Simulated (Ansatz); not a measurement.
`F[SiH2]Cl` + F• → `F[SiH]Cl`• + H–F at 700 K and 1 bar (hydrogen abstraction from the Si–H bond).

Calculated with Ansatz (gas phase, PBE0-D4/def2-TZVP geometries, no zero-point term in ΔE). CCSD(T)/CBS is frozen-core, at the limit of the def2 triple- and quadruple-zeta sets. No spin–orbit coupling; open shells (•) take unrestricted orbitals. Spin–orbit coupling would lower the free atoms: a little for F.

```json
{"species": "`F[SiH2]Cl`", "CCSD(T)/CBS energy (Eh)": "-849.96089", "H − E (kJ/mol)": "99.5", "S (J/(mol·K))": "342.2"}
{"species": "F•", "CCSD(T)/CBS energy (Eh)": "-99.66806", "H − E (kJ/mol)": "14.6", "S (J/(mol·K))": "178.2"}
{"species": "`F[SiH]Cl`•", "CCSD(T)/CBS energy (Eh)": "-849.30207", "H − E (kJ/mol)": "70.0", "S (J/(mol·K))": "338.4"}
{"species": "H–F", "CCSD(T)/CBS energy (Eh)": "-100.39431", "H − E (kJ/mol)": "45.2", "S (J/(mol·K))": "198.5"}
```

H − E and S are ideal-gas, rigid-rotor, harmonic terms from PBE0-D4/def2-TZVP, for one conformer and one mirror image of each species, with the whole ground term of open shells counted as degenerate. 1 Eh = 2625.50 kJ/mol, R = 8.31446 J/(mol·K).

Q: By hand: ΔE, ΔH, ΔS and ΔG.

A: ΔE = (-849.30207) + (-100.39431) − (-849.96089) − (-99.66806) = -0.06743 Eh = -177.0 kJ/mol. Δ(H − E) = 70.0 + 45.2 − 99.5 − 14.6 = 1.1, so ΔH = -175.9 kJ/mol. ΔS = 338.4 + 198.5 − 342.2 − 178.2 = 16.5 J/(mol·K). ΔG = -175.9 − 700 × (16.5)/1000 = -187.5 kJ/mol.

Q: By hand: the equilibrium constant, and the temperature at which ΔG would vanish if ΔH and ΔS stayed fixed.

A: log₁₀ K = −ΔG/(RT ln 10) = 14.0. ΔH and −TΔS have one sign here, so there is no such temperature.

ΔH outweighs TΔS. A doubt of 5 kJ/mol in ΔE shifts log₁₀ K by 0.4 here. Other conformers and mirror images would add mixing entropy, several J/(mol·K) or more a flexible species. These are equilibria of isolated gas molecules and say nothing of rates. Largest T1 diagnostic: 0.013 (customary marks: 0.02 for closed shells, 0.045 for open ones).
